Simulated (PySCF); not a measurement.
# HBS (hydrogen boron sulfide) at 6 levels

Wanted: a comparison of 6 runs (B2PLYP/STO-3G, M06-2X/STO-3G, PBE0/STO-3G, UPBE0/STO-3G, r2SCAN/STO-3G, NEVPT2(10,9)/STO-3G) of HBS (hydrogen boron sulfide). Input form: a Python script.

Program for the calculation: PySCF 2.14.0.

9 further runs of the same task are left out: 9 set aside as unsound or not needed.

## 1. Starting point

The species is HBS (3 atoms), meant as a singlet with charge 0. SMILES: `B=S`. The B1–H3 distance was set to 1.716 Å, away from the relaxed value. At this shape a bond of the SMILES string is far longer than usual.

Bond lengths: B1–S2 1.592 Å. A long bond or contact: B1–H3 1.716 Å.

## 2. A single-point energy at B2PLYP/STO-3G (run 1)

File start.xyz:

```xyz
3

B      0.115615     0.041059    -0.404781
S      0.551965     0.203669    -1.926981
H     -0.354300    -0.130410     1.237110
```

File calc.py:

```python
from pyscf import gto, dft, mp

molecule = gto.M(
    atom='start.xyz',
    verbose=4,
    charge=0,
    basis='sto-3g',
    max_memory=1860,
)

mf = dft.RKS(molecule)
mf.xc = '0.53*HF + 0.47*B88, 0.73*LYP'
mf.grids.level = 5
mf.conv_tol = 1e-10
mf.kernel()
if not mf.converged:
    mf = mf.newton().run(mf.mo_coeff, mf.mo_occ)

pt = mp.MP2(mf, frozen=6).run()
e_final = mf.e_tot + 0.27 * pt.e_corr
print('PT2 part  %.8f' % (0.27 * pt.e_corr))
print(f'total energy: {e_final:.8f} hartree')
```

The run is started by

```
OMP_NUM_THREADS=1 python calc.py
```

The log of the run:

```text
PySCF version 2.14.0

[INPUT] num. atoms = 3
[INPUT] num. electrons = 22
[INPUT] charge = 0
[INPUT] spin (= nelec alpha-beta = 2S) = 0
[INPUT] symmetry False subgroup None
[INPUT] Mole.unit = angstrom
[INPUT] Symbol           X                Y                Z      unit          X                Y                Z       unit  Magmom
[INPUT]  1 B      0.115615000000   0.041059000000  -0.404781000000 AA    0.218480685892   0.077590264949  -0.764925230428 Bohr   0.0
[INPUT]  2 S      0.551965000000   0.203669000000  -1.926981000000 AA    1.043062680346   0.384878630064  -3.641466337241 Bohr   0.0
[INPUT]  3 H     -0.354300000000  -0.130410000000   1.237110000000 AA   -0.669529965933  -0.246439183905   2.337799085961 Bohr   0.0

nuclear repulsion = 30.6954452734464
number of shells = 9
number of NR pGTOs = 45
number of NR cGTOs = 15
basis = sto-3g
ecp = {}

******** <class 'pyscf.dft.rks.RKS'> ********
method = RKS
initial guess = minao
damping factor = 0
level_shift factor = 0
DIIS = <class 'pyscf.scf.diis.CDIIS'>
diis_start_cycle = 1
diis_space = 8
diis_damp = 0
SCF conv_tol = 1e-10
SCF conv_tol_grad = None
SCF max_cycles = 50
direct_scf = True
direct_scf_tol = 1e-13
XC library pyscf.dft.libxc version 7.0.0
    S. Lehtola, C. Steigemann, M. J.T. Oliveira, and M. A.L. Marques.,  SoftwareX 7, 1–5 (2018)
XC functionals = 0.53*HF + 0.47*B88, 0.73*LYP
    A. D. Becke.,  Phys. Rev. A 38, 3098 (1988)
    C. Lee, W. Yang, and R. G. Parr.,  Phys. Rev. B 37, 785 (1988)
    B. Miehlich, A. Savin, H. Stoll, and H. Preuss.,  Chem. Phys. Lett. 157, 200 (1989)
radial grids:
    Treutler-Ahlrichs [JCP 102, 346 (1995); DOI:10.1063/1.469408] (M4) radial grids

becke partition: Becke, JCP 88, 2547 (1988); DOI:10.1063/1.454033
pruning grids: <function nwchem_prune>
grids dens level: 5
symmetrized grids: False
atomic radii adjust function: <function treutler_atomic_radii_adjust>
small_rho_cutoff = 0
Set gradient conv threshold to 1e-05
Initial guess from minao.
tot grids = 109752
init E= -418.365755339122
  HOMO = -0.288478962391486  LUMO = 0.0763716482190904  gap/eV = 9.92809
cycle= 1 E= -418.510432991639  delta_E= -0.145  |g|= 0.413  |ddm|= 2.18
  HOMO = -0.205700683092586  LUMO = 0.103785653379175  gap/eV = 8.42155
cycle= 2 E= -418.33379717041  delta_E= 0.177  |g|= 0.888  |ddm|= 1.71
  HOMO = -0.225914448425692  LUMO = 0.174224859708858  gap/eV = 10.88835
cycle= 3 E= -418.588958445816  delta_E= -0.255  |g|= 0.031  |ddm|= 1.05
  HOMO = -0.241306706772671  LUMO = 0.181006969505126  gap/eV = 11.49174
cycle= 4 E= -418.589464192497  delta_E= -0.000506  |g|= 0.00567  |ddm|= 0.0766
  HOMO = -0.238230075997273  LUMO = 0.183808057842635  gap/eV = 11.48424
cycle= 5 E= -418.589490348332  delta_E= -2.62e-05  |g|= 0.00135  |ddm|= 0.0182
  HOMO = -0.238186200397952  LUMO = 0.183174148226789  gap/eV = 11.46580
cycle= 6 E= -418.589491556295  delta_E= -1.21e-06  |g|= 0.000555  |ddm|= 0.00385
  HOMO = -0.23825342979712  LUMO = 0.183239821329029  gap/eV = 11.46942
cycle= 7 E= -418.589491656229  delta_E= -9.99e-08  |g|= 0.000121  |ddm|= 0.00078
  HOMO = -0.238272418480479  LUMO = 0.183255131288868  gap/eV = 11.47035
cycle= 8 E= -418.58949166108  delta_E= -4.85e-09  |g|= 7.67e-06  |ddm|= 0.000201
  HOMO = -0.238271224330416  LUMO = 0.183254267391605  gap/eV = 11.47029
cycle= 9 E= -418.5894916611  delta_E= -1.96e-11  |g|= 1.72e-08  |ddm|= 1.27e-05
  HOMO = -0.238271234714709  LUMO = 0.183254270535367  gap/eV = 11.47029
Extra cycle  E= -418.589491661099  delta_E= 5.68e-13  |g|= 1.87e-08  |ddm|= 4.83e-08
converged SCF energy = -418.589491661099

******** <class 'pyscf.mp.mp2.RMP2'> ********
nocc = 5, nmo = 9
frozen orbitals 6
E(RMP2) = -418.756182472999  E_corr = -0.166690811899199
E(SCS-RMP2) = -418.758695354496  E_corr = -0.169203693396463
E_corr(same-spin) = -0.0355676317875871
E_corr(oppo-spin) = -0.131123180111611
PT2 part  -0.04500652
total energy: -418.63449818 hartree
```

Wall time 1.4 s (1 thread of Arm Neoverse V2, shared host); peak memory 0.17 GiB.

## 3. The energy at M06-2X/STO-3G (run 2)

File calc.py:

```python
from pyscf import gto, dft

mol = gto.M(
    atom='''
B    0.115615   0.041059  -0.404781
S    0.551965   0.203669  -1.926981
H   -0.354300  -0.130410   1.237110
''',
    verbose=4,
    charge=0,
    basis='sto-3g',
    max_memory=1860,
)

mf = dft.RKS(mol)
mf.xc = 'm06-2x'
mf.grids.level = 5
mf.conv_tol = 1e-10
mf.kernel()
if not mf.converged:
    mf = mf.newton().run(mf.mo_coeff, mf.mo_occ)

e_final = mf.e_tot
print('E(%s) = %.9f' % ('M06-2X', e_final))
```

The run is started by

```
OMP_NUM_THREADS=1 python calc.py
```

The log of the run:

```text
PySCF version 2.14.0

[INPUT] num. atoms = 3
[INPUT] num. electrons = 22
[INPUT] charge = 0
[INPUT] spin (= nelec alpha-beta = 2S) = 0
[INPUT] symmetry False subgroup None
[INPUT] Mole.unit = angstrom
[INPUT] Symbol           X                Y                Z      unit          X                Y                Z       unit  Magmom
[INPUT]  1 B      0.115615000000   0.041059000000  -0.404781000000 AA    0.218480685892   0.077590264949  -0.764925230428 Bohr   0.0
[INPUT]  2 S      0.551965000000   0.203669000000  -1.926981000000 AA    1.043062680346   0.384878630064  -3.641466337241 Bohr   0.0
[INPUT]  3 H     -0.354300000000  -0.130410000000   1.237110000000 AA   -0.669529965933  -0.246439183905   2.337799085961 Bohr   0.0

nuclear repulsion = 30.6954452734464
number of shells = 9
number of NR pGTOs = 45
number of NR cGTOs = 15
basis = sto-3g
ecp = {}

******** <class 'pyscf.dft.rks.RKS'> ********
method = RKS
initial guess = minao
damping factor = 0
level_shift factor = 0
DIIS = <class 'pyscf.scf.diis.CDIIS'>
diis_start_cycle = 1
diis_space = 8
diis_damp = 0
SCF conv_tol = 1e-10
SCF conv_tol_grad = None
SCF max_cycles = 50
direct_scf = True
direct_scf_tol = 1e-13
XC library pyscf.dft.libxc version 7.0.0
    S. Lehtola, C. Steigemann, M. J.T. Oliveira, and M. A.L. Marques.,  SoftwareX 7, 1–5 (2018)
XC functionals = m06-2x
    Y. Zhao and D. G. Truhlar.,  Theor. Chem. Acc. 120, 215 (2008)
    Y. Zhao and D. G. Truhlar.,  Theor. Chem. Acc. 120, 215 (2008)
radial grids:
    Treutler-Ahlrichs [JCP 102, 346 (1995); DOI:10.1063/1.469408] (M4) radial grids

becke partition: Becke, JCP 88, 2547 (1988); DOI:10.1063/1.454033
pruning grids: <function nwchem_prune>
grids dens level: 5
symmetrized grids: False
atomic radii adjust function: <function treutler_atomic_radii_adjust>
small_rho_cutoff = 0
Set gradient conv threshold to 1e-05
[... 1 set-up line as earlier in the session ...]
tot grids = 109752
init E= -418.619852714805
  HOMO = -0.296178486751849  LUMO = 0.0633427975009701  gap/eV = 9.78307
cycle= 1 E= -418.758550805408  delta_E= -0.139  |g|= 0.415  |ddm|= 2.19
  HOMO = -0.21808816797036  LUMO = 0.0897272761342898  gap/eV = 8.37608
cycle= 2 E= -418.522805284156  delta_E= 0.236  |g|= 0.994  |ddm|= 1.82
  HOMO = -0.234890504053013  LUMO = 0.158405064990024  gap/eV = 10.70212
cycle= 3 E= -418.83830881216  delta_E= -0.316  |g|= 0.0435  |ddm|= 1.13
  HOMO = -0.250838996051801  LUMO = 0.157624319880161  gap/eV = 11.11485
cycle= 4 E= -418.839109012188  delta_E= -0.0008  |g|= 0.00909  |ddm|= 0.0833
  HOMO = -0.24892658360803  LUMO = 0.160805425775936  gap/eV = 11.14938
cycle= 5 E= -418.839154110528  delta_E= -4.51e-05  |g|= 0.00153  |ddm|= 0.0232
  HOMO = -0.248993769955246  LUMO = 0.160072364409512  gap/eV = 11.13126
cycle= 6 E= -418.839156003761  delta_E= -1.89e-06  |g|= 0.000446  |ddm|= 0.00504
  HOMO = -0.249029659521508  LUMO = 0.160140992586916  gap/eV = 11.13410
cycle= 7 E= -418.839156069462  delta_E= -6.57e-08  |g|= 8.72e-05  |ddm|= 0.000675
  HOMO = -0.249041352945198  LUMO = 0.160150083949788  gap/eV = 11.13467
cycle= 8 E= -418.839156071977  delta_E= -2.52e-09  |g|= 5.05e-06  |ddm|= 0.000125
  HOMO = -0.249041957174751  LUMO = 0.160150671235525  gap/eV = 11.13470
cycle= 9 E= -418.839156071985  delta_E= -7.96e-12  |g|= 1.61e-08  |ddm|= 7.21e-06
  HOMO = -0.24904196590142  LUMO = 0.160150672866913  gap/eV = 11.13470
Extra cycle  E= -418.839156071985  delta_E= 2.27e-13  |g|= 4.3e-09  |ddm|= 4.57e-08
converged SCF energy = -418.839156071985
E(M06-2X) = -418.839156072
```

Wall time 1.9 s (1 thread of Arm Neoverse V2, shared host); peak memory 0.17 GiB.

Runs 3 to 5 aren't shown in full; the table further down has their settings and results.

## 4. A single-point energy at NEVPT2(10,9)/STO-3G (run 6)

File run.py:

```python
import numpy
from pyscf import gto, scf, mp, mcscf, mrpt

system = gto.M(
    atom='''
B    0.115615   0.041059  -0.404781
S    0.551965   0.203669  -1.926981
H   -0.354300  -0.130410   1.237110
''',
    max_memory=1860,
    verbose=3,
    charge=0,
    basis='sto-3g',
)

mf = scf.RHF(system)
mf.conv_tol = 1e-10
mf.kernel()
if not mf.converged:
    mf = mf.newton().run(mf.mo_coeff, mf.mo_occ)

pt = mp.MP2(scf.addons.convert_to_uhf(mf)).run()
noons, natorbs = mcscf.addons.make_natural_orbitals(pt)
print('natural occupations', numpy.round(noons[:40], 4))
cas = mcscf.CASSCF(mf, 9, 10)
cas.fix_spin_(ss=0.0)
cas.natorb = True
cas.kernel(natorbs)
e_pt2 = mrpt.NEVPT(cas).kernel()
e_tot = cas.e_tot + e_pt2
print('E = %.10f Eh' % e_tot)
```

The run is started by

```
OMP_NUM_THREADS=1 python run.py
```

The log of the run:

```text
converged SCF energy = -418.008289196951
E(UMP2) = -418.128010715694  E_corr = -0.119721518742817
E(SCS-UMP2) = -418.12988794525  E_corr = -0.121598748299288
natural occupations [2.     2.     2.     2.     2.     1.9999 1.998  1.9745 1.9611 1.9499
 1.9499 0.0524 0.0524 0.0417 0.0201]
CASSCF energy = -418.155601901584
CASCI E = -418.155601901584  E(CI) = -20.8976610526124  S^2 = 0.0000000
Sr    (-1)',   E = -0.00000000000000
Si    (+1)',   E = -0.00031231485146
Sijrs (0)  ,   E = 0.00000000000000
Sijr  (+1) ,   E = -0.00000000000000
Srsi  (-1) ,   E = -0.00000000000000
Srs   (-2) ,   E = 0.00000000000000
Sij   (+2) ,   E = -0.00049421551868
Sir   (0)' ,   E = -0.00000000000000
Nevpt2 Energy = -0.000806530370138
E = -418.1564084320 Eh
```

It took 6.3 s on 1 thread of Arm Neoverse V2, shared host; peak memory 0.14 GiB.

## 5. The series

| run | level | frozen core orbitals | follow instability | energy (Eh) | dipole moment (D) of the reference | HOMO energy (eV) | LUMO energy (eV) | wall time |
| --- | --- | --- | --- | --- | --- | --- | --- | --- |
| 1 | B2PLYP/STO-3G | 6 | – | -418.634498 | 0.56 | -6.48 | 4.99 | 1.4 s |
| 2 | M06-2X/STO-3G | – | – | -418.839156 | 0.41 | -6.78 | 4.36 | 1.9 s |
| 3 | PBE0/STO-3G | – | – | -418.664655 | 0.37 | -5.66 | 3.26 | 1.3 s |
| 4 | UPBE0/STO-3G | – | yes | -418.664655 | 0.37 | -5.66 | 3.26 | 5.4 s |
| 5 | r2SCAN/STO-3G | – | – | -418.802559 | 0.24 | -4.73 | 2.35 | 1.8 s |
| 6 | NEVPT2(10,9)/STO-3G | – | – | -418.156408 | 1.01 | -7.98 | 7.93 | 6.3 s |

## 6. What came out

```
                                    quantity          value
                         run 6: total energy  -418.15641 Eh
 run 6: dipole moment (Hartree–Fock density)         1.01 D
  run 6: HOMO energy (Hartree–Fock orbitals)       -7.98 eV
  run 6: LUMO energy (Hartree–Fock orbitals)        7.93 eV
run 6: HOMO–LUMO gap (Hartree–Fock orbitals)       15.91 eV
```

In words: Over runs 1, 2, 3, 4, 5 the dipole moment (its size) runs from 0.24 D (r2SCAN/STO-3G) to 0.56 D (B2PLYP/STO-3G). A double hybrid's value is that of its SCF part. Over runs 1, 2, 3, 4, 5 the HOMO–LUMO gap runs from 7.08 eV (r2SCAN/STO-3G) to 11.47 eV (B2PLYP/STO-3G). Totals of different functionals can't be ranked against each other. In runs 1, 2, 3, 4, 5, 6 the basis is minimal, so the values are rough. All runs together took 18 s, the longest 6.3 s.
